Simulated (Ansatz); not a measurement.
Li₃H₆⁻, relaxed as a singlet with RKS PBE-D4/def2-TZVPD in Ansatz, starting from the GFN2-xTB geometry. Force threshold 0.02 eV/Å.

The highest occupied level of the charge -1 singlet lies above zero (up to 0.02 eV). The electron is either unbound and held by the finite basis, or the level is raised by self-interaction error. In the singlet, H7 and H9 lie 0.77 Å apart (atoms count from 1), so H2 has formed as a molecule. Another isomer (singlet) lies 0.49 eV lower at PBE0-D4/def2-TZVPD; other spin states weren't run for this one.

Start:

```xyz
9

Li   -0.676    0.535   -1.288
Li   -1.020   -1.387    0.164
Li    1.070   -0.409    1.164
H     2.013   -0.849    2.150
H    -1.634    0.725   -2.352
H     0.401   -1.374   -0.852
H     0.902    1.825   -0.023
H    -1.506   -0.248    1.129
H     0.450    1.182   -0.093
```

```
         step  energy (eV)  largest force component (eV/Å)  SCF passes
            1    -707.3519                           1.365          24
            2    -707.9142                           0.796          25
            3    -708.1508                           0.210          26
            4    -708.2227                           0.744          25
            5    -708.2412                           1.450          26
            6    -708.3406                           0.575          25
            7    -708.4445                           0.300          25
            8    -708.5892                           0.333          25
            9    -708.7229                           0.363          24
           10    -708.7402                           0.330          25
           11    -708.7603                           0.225          24
12 (rejected)    -708.7381                           0.337          25
           13    -708.7877                           0.070          24
14 (rejected)    -708.7867                           0.065          25
           15    -708.7883                           0.053          26
           16    -708.7887                           0.053          27
           17    -708.7894                           0.007          26
```

Force components are those of the run's own axes.

End:

Cartesian coordinates in Å:
```
Li -0.362 0.506 -1.003
Li -1.396 -1.208 -0.504
Li 0.799 -0.813 1.056
H 1.941 -1.069 2.326
H -1.868 -0.066 -1.808
H 0.445 -1.156 -0.808
H 0.908 2.011 -0.279
H -0.911 0.069 0.754
H 0.443 1.727 0.265
```

Bonds formed: Li1–H6, Li1–H8, Li2–H5 (atoms count from 1).

No frequencies were taken in this run, so the end may be a saddle point.

It took 11 s on 4 threads of Arm Neoverse V2 on a shared host.
